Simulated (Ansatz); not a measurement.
Geometry optimisation, Ansatz, RKS r2SCAN/def2-SVP.

Input:

```yaml
crystal:
  periodic: [false, false, false]
  atoms:
    - { symbol: Si, position_ang: [0.200354, 0.0, 0.092224] }
    - { symbol: F, position_ang: [0.490618, 0.0, 1.663146] }
    - { symbol: H, position_ang: [1.625322, 0.0, -0.190424] }
    - { symbol: H, position_ang: [-0.536597, 1.218252, -0.342623] }
    - { symbol: H, position_ang: [-0.536597, -1.218252, -0.342623] }
basis:
  gaussian: { orbitals: def2-SVP }
hamiltonian:
  xc: r2scan
relax:
  f_tol: 0.03
  max_steps: 50
output:
  orbitals: {}
```

Run as:

```bash
$ ansatz run input.yaml --threads 1 --pin off --max-ram 2048MiB --backend cpu --events-out ev --progress --plain --runs-dir out
```

Where does it end, and by what steps?

The forces met the threshold. After 4 steps the energy has fallen by 0.290 eV; H3 moved furthest, 0.21 Å.

| step | energy less start (eV) | largest force component (eV/Å) | accepted |
| --- | --- | --- | --- |
| 0 | 0.0000 | 1.675 | yes |
| 1 | -0.2754 | 0.175 | yes |
| 2 | -0.2821 | 0.699 | yes |
| 3 | -0.2900 | 0.040 | yes |
| 4 | -0.2903 | 0.001 | yes |

```xyz
5
Properties=species:S:1:pos:R:3
Si 0.247 0.000 0.136
F 0.317 0.000 1.760
H 1.636 0.000 -0.399
H -0.478 1.222 -0.309
H -0.478 -1.222 -0.309
```

Time of the run: 9.6 s on 1 thread of Arm Neoverse V1 (shared host), peak memory 0.11 GiB.
